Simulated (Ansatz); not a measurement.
**One element changed: vertical spin gaps of O–CH₂, H2Si–O, H₂Ge–O**

Ansatz 0.2.0, basis cc-pVDZ; geometries are PBE0/def2-TZVP minima. Wave-function levels freeze the cores with the filled d shells of p-block atoms; HF, MP2 and coupled cluster are restricted for singlets and unrestricted otherwise, restricted open-shell where a d shell is frozen, Kohn–Sham unrestricted where that lies lower. The reference is CCSDT(Q) (coupled cluster only where its series has nearly closed). Semilocal and hybrid functionals correlate all electrons outside any core potential and usually lie nearer their basis limit than the reference, so part of their error here is the reference's basis and frozen-core error; RPA and the MP2 part of double hybrids freeze the same cores as the reference. An error is the level's value less the reference. None of these values is a measured one. Energies are electronic, without zero-point terms. No spin–orbit coupling and no scalar relativity. The set is small: such energies can lie up to about 0.3 eV from the limit, spin gaps mostly less, so near ties and functionals' places can change in larger sets. The species are chosen: bound, without strong static correlation by their natural occupations or amplitudes, in their lowest spin state as far as vertical gaps and like structures tell, and with a ladder that closes on the reference, so errors are smaller than for species at large; levels whose determinant breaks symmetry or spin markedly are left out.

| species | bonds (Å) | quantity | symmetry of the states | reference | value (kJ/mol) | error CCSD(T) | error PBE | error r2SCAN | error B3LYP | error wB97M-V |
| --- | --- | --- | --- | --- | --- | --- | --- | --- | --- | --- |
| O–CH2, singlet | C–O 1.195, C–H 1.109, angles at C 116/122° | triplet less singlet, vertical | A1 / A2 | CCSDT(Q) | 360.7 | -0.5 | -32.6 | -50.8 | -32.3 | -17.0 |
| H2Ge–O, singlet | O–Ge 1.632, Ge–H 1.542, angles at Ge 113/123° | triplet less singlet, vertical | A1 / A2 | CCSDT(Q) | 315.3 | -2.4 | -13.8 | -38.3 | -23.8 | -21.6 |

Task: One member is withheld: H2Si–O, singlet (O–Si 1.516, Si–H 1.486, angles at Si 112/124°), where PBE gives 355.4 kJ/mol for the triplet less singlet, vertical. Estimate from the other members what CCSDT(Q) gives.

Result: The errors of PBE for the others average -23.2 kJ/mol; taking that off gives 378.6, which misses by 6.1, against 29.3 without the correction. The computed value at CCSDT(Q) is 384.7 kJ/mol. Errors against it: CCSD(T) -0.7, PBE -29.3, r2SCAN -42.7, B3LYP -25.4, wB97M-V -6.8.

The reference doesn't change in one direction along the series: C 360.7, Si 384.7, Ge 315.3 kJ/mol.
